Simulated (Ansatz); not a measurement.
# SiN₂H₆: a ladder of functionals and wavefunction methods

The task here is to estimate one member of a computed series from the others.

Computed with Ansatz 0.2.0, Gaussian basis. Level: functionals in def2-TZVPP, the program's frozen cores in correlated methods.

Levels to be run: PBE-D4, r2SCAN-D4, PBE0-D4, B3LYP-D4, ωB97X-V, ωB97M-V, B2PLYP; CCSD(T)/def2-TZVPP; CCSD(T)/def2-QZVPP; extrapolation to the limit.

### The relaxed structure

An earlier PBE0-D4 in a triple-zeta def2 set relaxation fixed the geometry.

9 atoms, charge 0, spin multiplicity 1.

Atoms are counted from 1 here; the program's logs count them from 0.

Bond lengths: N1–Si2 1.711 Å, N1–H4 1.007 Å, N1–H5 1.006 Å, Si2–N3 1.711 Å, Si2–H6 1.493 Å, Si2–H7 1.493 Å, N3–H8 1.007 Å, N3–H9 1.006 Å. Angles: Si2–N1–H4 121.6°, Si2–N1–H5 120.5°, H4–N1–H5 112.1°, N1–Si2–N3 108.5°, N1–Si2–H6 117.2°, N1–Si2–H7 103.4°, N3–Si2–H6 103.4°, N3–Si2–H7 117.2°, H6–Si2–H7 107.8°, Si2–N3–H8 121.6°, Si2–N3–H9 120.5°, H8–N3–H9 112.1°.

The first run:

in.yaml

```yaml
crystal:
  periodic: [false, false, false]
  atoms:
    - {symbol: N, position_ang: [-0.395527, 1.404503, 0.003730]}
    - {symbol: Si, position_ang: [-0.004007, -0.178462, 0.521430]}
    - {symbol: N, position_ang: [0.402054, -1.114165, -0.852121]}
    - {symbol: H, position_ang: [-1.135116, 1.575663, -0.657334]}
    - {symbol: H, position_ang: [-0.236520, 2.193468, 0.607193]}
    - {symbol: H, position_ang: [-1.088905, -0.971054, 1.171496]}
    - {symbol: H, position_ang: [1.068123, 0.044648, 1.535617]}
    - {symbol: H, position_ang: [1.151466, -0.847941, -1.469204]}
    - {symbol: H, position_ang: [0.238433, -2.106670, -0.860808]}
basis:
  gaussian: {orbitals: def2-TZVPP}
hamiltonian: {xc: pbe, dispersion: d4}
output: {forces: true, orbitals: {seedname: orbitals}}
```

Started as:

```sh
$ ansatz run in.yaml --threads 2 --pin off --events-out ev --progress --plain --max-ram 31744MiB --backend cpu
```

Among the steps run: PBE-D4 (GGA); r2SCAN-D4 (meta-GGA); PBE0-D4 (hybrid); B3LYP-D4 (hybrid); ωB97X-V (range-separated); ωB97M-V (range-separated); B2PLYP (double hybrid); CCSD(T) in def2-TZVPP; CCSD(T) in def2-QZVPP.

One of the session's tables, all rows but one given; the rest of the session is left out.

| method | atomisation energy (kcal/mol) |
| --- | --- |
| PBE-D4 | 721.5 |
| r2SCAN-D4 | ? |
| PBE0-D4 | 709.8 |
| B3LYP-D4 | 721.0 |
| ωB97X-V | 721.7 |
| ωB97M-V | 721.0 |
| B2PLYP | 710.4 |
| HF/def2-TZVPP | 499.0 |
| MP2/def2-TZVPP | 697.3 |
| CCSD/def2-TZVPP | 685.8 |
| CCSD(T)/def2-TZVPP | 694.4 |
| MP2/CBS | 721.6 |
| CCSD(T)/CBS | 718.3 |

**Question.** Estimate the row for r2SCAN-D4.

**Answer.** atomisation energy (kcal/mol): 710.7. In the column «atomisation energy (kcal/mol)» it lies between B2PLYP (710.4) and CCSD(T)/CBS (718.3).
